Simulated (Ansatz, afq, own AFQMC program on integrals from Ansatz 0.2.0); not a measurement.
## Atomization energy of BCl₃, singlet, worked out

```tsv
atom	x (Å)	y (Å)	z (Å)
B	0.0000	0.0000	0.0000
Cl	1.7373	0.0131	-0.0001
Cl	-0.8800	1.4980	-0.0026
Cl	-0.8573	-1.5111	0.0027
```

Connectivity, by distances: Cl–B(–Cl)–Cl.

Basis cc-pVDZ. Only valence electrons are correlated. Integrals, coupled cluster, full CI and functionals: Ansatz 0.2.0; the random walks run on the same integrals in our own AFQMC program. ph-AFQMC/CISD is guided by a CISD state made of CCSD amplitudes; releasing the constraint for a short imaginary time cuts its bias at the price of noise, slowly where states lie close. Error bars are statistical, one sigma.

Total energies in eV. CBS is CCSD(T) at the limit of def2-TZVPP/QZVPP (extrapolated itself); the highest rung of each member is named.

Cautions: BCl₃ (singlet): the ph-AFQMC/CISD walk drifts between its halves (2.6 errors).

```csv
member,count,CCSD(T)/cc-pVDZ,highest rung in cc-pVDZ,which,CCSD(T)/CBS
B (doublet),+1,-669.1119,-669.1218,FCI,-669.4648
Cl (doublet),+3,-12506.3229,-12506.3327,FCI,-12509.3582
"BCl₃, singlet",-1,-38200.9083,-38200.9575,CCSDT(Q),-38211.5492
```

Task: Work out the best estimate of the atomization energy: the CCSD(T)/CBS difference plus the step from CCSD(T) to the highest rung.

Result: Sums with the counts: CCSD(T)/CBS 14.0098 eV, highest rung 12.8376 eV, CCSD(T)/cc-pVDZ 12.8277 eV. The step is 12.8376 − 12.8277 = 0.0099 eV, so the best estimate is 14.0098 + (0.0099) = 14.0197 eV. The basis set is worth 1.182 eV of it. Zero-point, core-correlation and spin–orbit terms aren't in it. Past Ne the Hartree–Fock part of each CBS total tends to overshoot, since the cores don't follow the formula; that largely cancels in the difference.

Best estimates are given only where the step beyond CCSD(T) is under 0.3 eV and no member's determinant is very poor (T1 over 0.05, or 0.07 for open shells, ⟨S²⟩ too high by 0.3, two states mixed), so the hardest cases are missing from such tables.

CCSDT and higher add their correlation energy to the determinant of the CCSD(T) run, since their own runs factorise the integrals more tightly (a shift of under 2 meV). Each member of a difference takes its own highest rung, so a best estimate needn't equal the limit plus the step of one row.
